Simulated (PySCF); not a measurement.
## Spin-rotation constants: `C=C[PH-]`, [C2H4P]-, charge -1

Geometry:
```tsv
atom	x (Å)	y (Å)	z (Å)
C1	-0.841	0.353	-0.117
C2	0.049	-0.615	0.152
P3	1.739	-0.488	0.617
H4	-0.579	1.399	-0.067
H5	-1.862	0.122	-0.395
H6	-0.277	-1.653	0.086
H7	1.774	0.886	0.596
```

Total charge -1.

Method used: GIAO B97-2/6-311G** magnetisability, rotational g tensor and spin-rotation constants, non-relativistic, gas phase (PySCF). Geometry: GFN2-xTB.

For an ion the centre-of-mass motion in the field is neglected. The highest occupied orbital is unbound at this level, so the values depend on the basis.

Task: Give the nuclear spin-rotation constants along the inertial axes (H = +C I·J) beside the isotropic shieldings.

Result: Rotational constants 51.4951, 5.7799, 5.1966 GHz. A star marks the isotopologue with that one atom substituted, in its own axes.
| atom | isotope | Caa (kHz) | Cbb (kHz) | Ccc (kHz) | mean (kHz) | σ (ppm) |
| --- | --- | --- | --- | --- | --- | --- |
| P3 | 31P | 54.770 | 7.341 | 6.769 | 22.960 | 475.2 |
| H4 | 1H | -4.756 | 0.612 | -0.514 | -1.553 | 28.0 |
| H5 | 1H | 1.774 | -0.222 | -0.508 | 0.348 | 28.8 |
| H6 | 1H | -4.045 | 0.791 | -0.524 | -1.259 | 25.5 |
| H7 | 1H | -4.645 | 0.429 | -0.518 | -1.578 | 29.8 |
| C1 | 13C* | 11.639 | 1.863 | 0.834 | 4.779 | 108.0 |
| C2 | 13C* | 18.633 | 3.286 | 0.711 | 7.543 | 30.9 |

For the geometry as given, no vibrational averaging.
